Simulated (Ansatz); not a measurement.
C4H12N2, SMILES `CC(C)(N)CN`. Charge 0, multiplicity 1. All single points use the PBE0-D4/def2-TZVP geometry. It is one conformer, not always the lowest.

```xyz
18

C     0.094    1.067   -1.056
C    -0.276    0.053    0.015
C    -1.159    0.711    1.073
N    -0.934   -1.076   -0.645
C     0.984   -0.506    0.701
N     1.934   -1.187   -0.150
H     0.706    0.606   -1.833
H    -0.804    1.470   -1.534
H     0.645    1.906   -0.624
H    -0.649    1.549    1.557
H    -2.082    1.090    0.626
H    -1.431   -0.009    1.851
H    -1.335   -1.700    0.047
H    -1.699   -0.752   -1.225
H     0.650   -1.208    1.477
H     1.494    0.307    1.226
H     2.440   -0.525   -0.724
H     1.422   -1.794   -0.783
```

What is the dipole moment at B3LYP/def2-TZVPP? (Estimate.)

Ansatz gave: 2.16 D, with components (-1.75, 1.24, -0.23) D in this frame, pointing from negative to positive charge.

And with PBE, r2SCAN, ωB97M-V? (Estimate.)

The calculation gave: PBE 2.07 D, r2SCAN 2.11 D, ωB97M-V 2.19 D.

Give the Mulliken charges with B3LYP, ωB97M-V, PBE in def2-TZVPP. (Estimate.)

Ansatz gave: 
```tsv
atom	B3LYP	ωB97M-V	PBE
C1	-0.31	-0.34	-0.29
C2	0.32	0.08	0.28
C3	-0.28	-0.30	-0.27
N4	-0.38	-0.31	-0.36
C5	-0.06	-0.09	-0.08
N6	-0.33	-0.28	-0.31
H7	0.08	0.11	0.07
H8	0.07	0.10	0.07
H9	0.08	0.11	0.07
H10	0.06	0.10	0.06
H11	0.07	0.10	0.07
H12	0.07	0.10	0.07
H13	0.12	0.11	0.13
H14	0.11	0.10	0.12
H15	0.06	0.10	0.06
H16	0.06	0.10	0.06
H17	0.12	0.10	0.13
H18	0.12	0.11	0.13
```

B3LYP here is the variant with VWN-RPA as its local correlation; programs differ in this.
